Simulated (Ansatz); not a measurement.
## Ligand exchange: PH3 + SiH3(SiH3) → SiH4 + SiH3(PH2)

Species: PH3 (phosphine) `P`, singlet; SiH3(SiH3) (disilane), singlet; SiH4 (silane) `[SiH4]`, singlet; SiH3(PH2), singlet. The partners trade PH2 for SiH3: H–PH2 and Si–SiH3 bonds give way to H–SiH3 and Si–PH2.

Shapes, held fixed at every level: PBE0-D4/def2-TZVP. Programs: Ansatz 0.2.0. The zero-point and thermal change to 298 K, harmonic and unscaled (PBE0-D4/def2-TZVP), is 0.0 kJ/mol.

Q: Estimate ΔH(298 K) of this reaction.

A: The highest level, CCSD(T)/CBS estimate, gives ΔH(298 K) = -18.1 kJ/mol; the levels span -22.8 to -13.8. The column of differences is taken from that level and isn't an error. No measured value is set beside it here. The CBS estimate extrapolates MP2 from def2-TZVPP and def2-QZVPP and adds CCSD(T) − MP2 in the triple-zeta set, cores frozen. Times are processor times on shared x86 and Arm servers, and rough.

```json
{"level": "PBE0-D4/def2-TZVPP", "kind": "global hybrid", "ΔH(298 K) (kJ/mol)": "-14.3", "less CCSD(T)/CBS estimate": "+3.8", "CPU time (sum over the molecules)": "9.4 s"}
{"level": "wB97M-V/def2-TZVPP", "kind": "range-separated hybrid", "ΔH(298 K) (kJ/mol)": "-19.4", "less CCSD(T)/CBS estimate": "-1.3", "CPU time (sum over the molecules)": "35 s"}
{"level": "wB97X-V/def2-TZVPP", "kind": "range-separated hybrid", "ΔH(298 K) (kJ/mol)": "-16.1", "less CCSD(T)/CBS estimate": "+2.0", "CPU time (sum over the molecules)": "29 s"}
{"level": "MP2/def2-TZVPP", "kind": "perturbation theory", "ΔH(298 K) (kJ/mol)": "-22.8", "less CCSD(T)/CBS estimate": "-4.7", "CPU time (sum over the molecules)": "–"}
{"level": "CCSD(T)/def2-SVP", "kind": "coupled cluster or CI", "ΔH(298 K) (kJ/mol)": "-14.0", "less CCSD(T)/CBS estimate": "+4.1", "CPU time (sum over the molecules)": "4.1 s"}
{"level": "CCSD/def2-SVP", "kind": "coupled cluster or CI", "ΔH(298 K) (kJ/mol)": "-13.8", "less CCSD(T)/CBS estimate": "+4.3", "CPU time (sum over the molecules)": "–"}
{"level": "CCSD(T)/def2-TZVPP", "kind": "coupled cluster or CI", "ΔH(298 K) (kJ/mol)": "-16.6", "less CCSD(T)/CBS estimate": "+1.5", "CPU time (sum over the molecules)": "44 s"}
{"level": "CCSD(T)/CBS estimate", "kind": "coupled cluster or CI", "ΔH(298 K) (kJ/mol)": "-18.1", "less CCSD(T)/CBS estimate": "0.0", "CPU time (sum over the molecules)": "2.3 min"}
```
